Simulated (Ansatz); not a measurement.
Basis-set extrapolation for AlH₆N, SMILES `[NH3+][AlH3-]` (PBE0-D4/def2-TZVP geometry, frozen core, Ansatz 0.2.0). Multiplicity 1, RHF reference.

```csv
,def2-TZVPP,def2-QZVPP
HF,-299.905698,-299.916095
MP2 correlation,-0.334096,-0.357072
CCSD(T) correlation,-0.379198,not run
```

Energies in hartree. Use E(X) = E(∞) + A·exp(−7.88·√X) for Hartree–Fock and E(X) = E(∞) + B·X^(−2.97) for correlation, with X = 3 and 4, and add CCSD(T) minus MP2 of the smaller set to the MP2 limit.

What is the CCSD(T) energy at the basis-set limit?

HF limit: -299.916095 + (-0.010397) × 0.13774 = -299.91753. MP2 limit: -0.357072 + (-0.022976) × 0.74074 = -0.37409. Higher-order term: -0.379198 − (-0.334096) = -0.04510. Total: -300.33672 hartree, 1.41 eV below CCSD(T)/def2-TZVPP.
